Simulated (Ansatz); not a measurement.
# One shape, several levels: doublet SiHF+

Aim: a comparison of 6 runs (UHF/STO-3G, U-r2SCAN0/def2-TZVPPD, U-wB97M-V/def2-TZVPPD, UB3LYP/def2-TZVPPD, UPBE/def2-TZVPPD, UCCSD/def2-TZVPPD) of doublet SiHF+. 

Program for the calculation: Ansatz 0.2.0.

58 further runs of the same task are left out: 58 set aside as unsound or not needed.

## 1. Starting point

The species is SiHF+ (3 atoms), meant as a doublet with charge +1. SMILES of the parent species: `F[SiH]`. Geometry: relaxed at PBE0-D4/def2-TZVP. That shape belongs to the parent species and isn't relaxed for this state.

Bond lengths: F1–Si2 1.612 Å, Si2–H3 1.541 Å. Angles: F1–Si2–H3 96.3°.

## 2. A single-point energy at UHF/STO-3G (run 1)

Input file in.yaml:

```yaml
crystal:
  periodic: [false, false, false]
  atoms:
    - {symbol: F, position_ang: [-1.090200, 0.024400, -0.602300]}
    - {symbol: Si, position_ang: [0.186800, 0.629400, 0.173800]}
    - {symbol: H, position_ang: [0.892400, -0.718600, 0.415300]}
basis:
  gaussian:
    orbitals: STO-3G
total_charge: 1
output:
  orbitals: {seedname: orbitals}
magnetization:
  spin_polarized: true
  initial_magnetization: 1
accuracy: high
hamiltonian:
  xc: hf
```

The run is started by

```
$ ansatz run in.yaml --threads 1 --pin off --max-ram 3480MiB --events-out events.jsonl --progress --plain --runs-dir runs
```

Log:

```text
Warning: RAYON_NUM_THREADS=1 ignored (pool sized by the plan → 1); use --threads N
Functional definition: HF
  name "HF"
  exchange = exact_x
  correlation = 0
245 factors; integrals over basis functions are off by at most 2.7e-8 eV
mean field evaluation 1: about -10442.6139 eV, gradient 2.1e1 eV
mean field evaluation 2: about -10442.6458 eV, gradient 2.1e1 eV
mean field evaluation 4: about -10447.6555 eV, gradient 2.2e0 eV
mean field evaluation 8: about -10447.7755 eV, gradient 4.8e-3 eV
mean field evaluation 16: about -10445.0463 eV, gradient 2.3e0 eV
mean field evaluation 32: about -10444.1665 eV, gradient 3.6e0 eV
mean field -10447.77068420 eV, -383.9484908909 hartree, gradient 2.7e-8 eV, S^2 0.772556; 0 other end points of the search recorded, 0 dependent functions left out
reference -10447.77068420 eV, -383.9484908909 hartree; 12, 11 occupied and 3, 4 virtual orbitals, 245 factors
Total energy: -10447.77068420 eV, -383.9484908909 hartree
```

It took 0.12 s on 1 thread of Arm Neoverse V1, shared host.

## 3. The energy at U-r2SCAN0/def2-TZVPPD (run 2)

Input file run.yaml:

```yaml
basis:
  gaussian:
    orbitals: def2-TZVPPD.json
crystal:
  periodic: [false, false, false]
  atoms:
    - {symbol: F, position_ang: [-1.090200, 0.024400, -0.602300]}
    - {symbol: Si, position_ang: [0.186800, 0.629400, 0.173800]}
    - {symbol: H, position_ang: [0.892400, -0.718600, 0.415300]}
total_charge: 1
magnetization:
  spin_polarized: true
  initial_magnetization: 1
hamiltonian:
  xc: {name: r2SCAN0}
accuracy: high
output: {orbitals: {seedname: orbitals}}
```

The basis set def2-TZVPPD is read from a file made from the Basis Set Exchange's data (not shown).

The run is started by

```
$ ansatz run run.yaml --threads 1 --pin off --max-ram 3480MiB --events-out events.jsonl --progress --plain --runs-dir runs
```

Log:

```text
Warning: RAYON_NUM_THREADS=1 ignored (pool sized by the plan → 1); use --threads N
Functional definition: r2SCAN0
  name "r2SCAN0"
  parameter a = 0.25
  parameter k0 = 0.174
  parameter k1 = 0.065
  parameter a1 = 4.9479
  exchange = (1 - a)*r2scan_x(k0 = k0, k1 = k1, a1 = a1) + a*exact_x
  correlation = r2scan_c
1560 factors; integrals over basis functions are off by at most 3.9e-9 eV
mean field evaluation 1: about -10587.6548 eV, gradient 6.5e1 eV
mean field evaluation 2: about -10453.5417 eV, gradient 1.7e2 eV
mean field evaluation 4: about -10600.0092 eV, gradient 2.6e0 eV
mean field evaluation 8: about -10600.0524 eV, gradient 5.1e-2 eV
mean field evaluation 16: about -10600.0525 eV, gradient 1.9e-4 eV
mean field -10600.05247959 eV, -389.5447436512 hartree, gradient 3.5e-8 eV, S^2 0.764043; 0 other end points of the search recorded, 0 dependent functions left out
reference -10600.05248164 eV, -389.5447437265 hartree; 12, 11 occupied and 93, 94 virtual orbitals, 1560 factors
Total energy: -10600.05248164 eV, -389.5447437265 hartree
```

Wall time 14 s (1 thread of Arm Neoverse V1, shared host); peak memory 0.38 GiB.

## 4. The energy at U-wB97M-V/def2-TZVPPD (run 3)

Input file input.yaml:

```yaml
crystal:
  periodic: [false, false, false]
  atoms:
    - {symbol: F, position_ang: [-1.090200, 0.024400, -0.602300]}
    - {symbol: Si, position_ang: [0.186800, 0.629400, 0.173800]}
    - {symbol: H, position_ang: [0.892400, -0.718600, 0.415300]}
basis:
  gaussian: {orbitals: def2-TZVPPD.json}
total_charge: 1
magnetization: {spin_polarized: true, initial_magnetization: 1}
hamiltonian: {xc: {name: wB97M-V}}
accuracy: high
output: {orbitals: {seedname: orbitals}}
```

The basis set def2-TZVPPD is read from a file made from the Basis Set Exchange's data (not shown).

The run is started by

```
$ ansatz run input.yaml --threads 1 --pin off --max-ram 3480MiB --events-out events.jsonl --progress --plain --runs-dir runs
```

Log (excerpt; [...] marks lines left out):

```text
Warning: RAYON_NUM_THREADS=1 ignored (pool sized by the plan → 1); use --threads N
Functional definition: wB97M-V
  name "wB97M-V"
[...]
  gx(w, u) = 1 - cx + cx01*u + cx10*w
  gss(w, u) = css00 + css04*u^4 + css10*w + css20*w^2 + css43*w^4*u^3
  gos(w, u) = cos00 + cos10*w + (cos20 + cos21*u)*w^2 + (cos60 + cos61*u)*w^6
[...]
      + integral(e_c_pw_mod_opposite_spin*gos(b97_w_opposite, b97_u_opposite)) + vv10(b, c)
1560 factors; integrals over basis functions are off by at most 3.9e-9 eV
320 factors; integrals over basis functions are off by at most 1.8e-9 eV
[...]
mean field -10601.30822937 eV, -389.5908916044 hartree, gradient 8.6e-8 eV, S^2 0.755655; 0 other end points of the search recorded, 0 dependent functions left out
reference -10601.30823397 eV, -389.5908917734 hartree; 12, 11 occupied and 93, 94 virtual orbitals, 1560 factors
Total energy: -10601.30823397 eV, -389.5908917734 hartree
```

Wall time 52 s (1 thread of Arm Neoverse V1, shared host); peak memory 0.63 GiB.

Runs 4 to 5 aren't shown in full; the table further down has their settings and results.

## 5. The energy at UCCSD/def2-TZVPPD (run 6)

Input file run.yaml:

```yaml
crystal:
  periodic: [false, false, false]
  atoms:
    - symbol: F
      position_ang: [-1.090200, 0.024400, -0.602300]
    - symbol: Si
      position_ang: [0.186800, 0.629400, 0.173800]
    - symbol: H
      position_ang: [0.892400, -0.718600, 0.415300]
basis:
  gaussian:
    orbitals: def2-TZVPPD.json
correlation:
  method: ccsd
  frozen_orbitals: {F: 1, H: 0, Si: 5}
magnetization:
  spin_polarized: true
  initial_magnetization: 1
accuracy: high
scf:
  omitted_lower_state_checks: [cluster_reference, increment]
total_charge: 1
```

The basis set def2-TZVPPD is read from a file made from the Basis Set Exchange's data (not shown).

The run is started by

```
$ ansatz run run.yaml --threads 1 --pin off --max-ram 3480MiB --events-out events.jsonl --progress --plain --runs-dir runs
```

Log (excerpt; [...] marks lines left out):

```text
Warning: RAYON_NUM_THREADS=1 ignored (pool sized by the plan → 1); use --threads N
[... 2 set-up lines as earlier in the session ...]
[...]
1560 factors; integrals over basis functions are off by at most 3.9e-9 eV
[...]
mean field -10576.75027169 eV, -388.6884033056 hartree, gradient 2.7e-8 eV, S^2 0.776432; 0 other end points of the search recorded, 0 dependent functions left out
6 core orbitals not correlated: weight in the atoms' cores, before any rotation towards them, 1.000 or more for the frozen orbitals, at most 0.000 for the correlated occupied ones
reference -10576.75027169 eV, -388.6884033056 hartree; 6, 5 occupied and 93, 94 virtual orbitals, 1560 factors
second order -8.89375239 eV of doubles, -0.00000000 eV of singles
cycle   1  -8.84103684 eV  change    5.3e-2 eV  update   9.0e-2
[...]
cycle  26  -9.21098789 eV  change  -6.4e-11 eV  update  5.1e-10
Total energy: -10585.96125957 eV, -389.0269008671 hartree
Checks for a lower state left out: cluster_reference, increment
```

Wall time 21 s (1 thread of Arm Neoverse V1, shared host); peak memory 1 GiB.

## 6. All runs side by side

| run | level | frozen core orbitals | energy (Eh) | HOMO energy (eV) | LUMO energy (eV) | ⟨S²⟩ | wall time |
| --- | --- | --- | --- | --- | --- | --- | --- |
| 1 | UHF/STO-3G | – | -383.948491 | -17.75 | -5.67 | 0.773 | 0.12 s |
| 2 | U-r2SCAN0/def2-TZVPPD | – | -389.544744 | -16.46 | -11.68 | 0.764 | 14 s |
| 3 | U-wB97M-V/def2-TZVPPD | – | -389.590892 | -18.03 | -10.18 | 0.756 | 52 s |
| 4 | UB3LYP/def2-TZVPPD | – | -389.656226 | -15.87 | -12.48 | 0.757 | 8.1 s |
| 5 | UPBE/def2-TZVPPD | – | -389.393180 | -14.75 | -13.00 | 0.755 | 5.7 s |
| 6 | UCCSD/def2-TZVPPD | 6 | -389.026901 | – | – | 0.776 | 21 s |

## 7. Results

```
                                          quantity          value
                               run 6: total energy  -389.02690 Eh
run 6: correlation energy (6 core orbitals frozen)     -338.5 mEh
          run 6: ⟨S²⟩ of the reference determinant          0.776
                              run 6: T1 diagnostic          0.023
```

**Reading.** Totals of different functionals can't be ranked against each other. In run 1 the basis is minimal, so the values are rough. All runs together took 1.7 min, the longest 52 s.
